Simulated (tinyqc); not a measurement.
CIS and TDHF on RHF in the sto-3g basis, frozen core, for BH2+, spin multiplicity 1, step by step. One step of it, computed by the program tinyqc.

Task: CIS singlet states. Diagonalise A (1 hartree = 27.211386 eV); each vector has its largest component positive (the first on a tie). The transition dipole is mu = sqrt2 sum c_ia <i|r|a>.

CIS matrix A, singlet (hartree):
```
           2>4       2>5        2>6        2>7        3>4       3>5        3>6        3>7
2>4   0.459575  0.000000  -0.025640   0.000000   0.000000  0.000000   0.000000  -0.029972
2>5   0.000000  0.498581   0.000000   0.000000   0.000000  0.000000   0.000000   0.000000
2>6  -0.025640  0.000000   0.949101   0.000000   0.000000  0.000000   0.000000   0.017609
2>7   0.000000  0.000000   0.000000   1.040967   0.008463  0.000000  -0.019707   0.000000
3>4   0.000000  0.000000   0.000000   0.008463   0.257503  0.000000  -0.046530   0.000000
3>5   0.000000  0.000000   0.000000   0.000000   0.000000  0.284431   0.000000   0.000000
3>6   0.000000  0.000000   0.000000  -0.019707  -0.046530  0.000000   0.803114   0.000000
3>7  -0.029972  0.000000   0.017609   0.000000   0.000000  0.000000   0.000000   0.992368
```

dipole integrals <i|r|a> (bohr):
```
            x          y          z
2>4  0.000000   0.000000   0.834162
2>5  0.826414   0.000000   0.000000
2>6  0.000000   0.000000  -0.047608
2>7  0.000000  -0.499894   0.000000
3>4  0.000000   0.165203   0.000000
3>5  0.000000   0.000000   0.000000
3>6  0.000000  -1.053790   0.000000
3>7  0.000000   0.000000  -0.591853
```

Give: singlet excitation energies; lowest vectors; oscillator strengths 2/3 w |mu|^2.

Result:

singlet excitation energies (eV): 6.8982  7.7398  12.4264  13.5671  21.9133  25.6667  27.2426  28.3755

lowest vectors:
```
     state 1  state 2  state 3  state 4  state 5  state 6
2>4   0.0000   0.0000   0.9973   0.0000   0.0000  -0.0278
2>5   0.0000   0.0000   0.0000   1.0000   0.0000   0.0000
2>6   0.0000   0.0000   0.0500   0.0000   0.0000   0.9355
2>7  -0.0086   0.0000   0.0000   0.0000   0.0860   0.0000
3>4   0.9964   0.0000   0.0000   0.0000  -0.0830   0.0000
3>5   0.0000   1.0000   0.0000   0.0000   0.0000   0.0000
3>6   0.0840   0.0000   0.0000   0.0000   0.9928   0.0000
3>7   0.0000   0.0000   0.0542   0.0000   0.0000  -0.3522
```

oscillator strengths 2/3 w |mu|^2: 0.0022  0.0000  0.3872  0.4540  1.3062  0.0249
